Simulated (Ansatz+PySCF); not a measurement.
**singlet LiH: levels of theory in one basis**

```xyz
2

Li    0.0000    0.0000   -0.8588
H     0.0000    0.0000    2.5765
```

Basis set: 6-31G (spherical functions). All electrons are correlated. Charge 0, multiplicity 1.

Computed with Ansatz (development build ahead of 0.2.0); each method stands on the lowest determinant of its kind that the runs found.

```tsv
method	E − E(RHF) (eV)	<S²> of the determinant
RHF	0.00	0.00
UHF	-1.29	0.94
RHF-MP2	-0.65	–
UHF-MP2	-1.31	0.94
RHF-CCSD	-1.49	–
RHF-CCSD(T)	-1.49	–
full CI (lowest root of this spin)	-1.49	–
```

At such a shape the full CI root can have another spatial symmetry than the determinants, so the rows needn't describe one state.

Problem. Is a single determinant a sound starting point here?

Solution. It is doubtful. Unrestricted orbitals lower Hartree–Fock by 1.29 eV and <S²> is 0.94 where a pure state has 0.00, a sign of strong static correlation.

Caution for RHF, RHF-MP2, RHF-CCSD, RHF-CCSD(T): an unrestricted determinant lies well below. Caution for UHF, UHF-MP2: the unrestricted determinant is a mixture of spin states. Caution for RHF-MP2, UHF-MP2, RHF-CCSD, RHF-CCSD(T): large amplitudes, a single reference is doubtful. Caution for RHF-MP2: the program doubts this total. Caution for UHF-MP2: a plain start can end on a higher determinant.
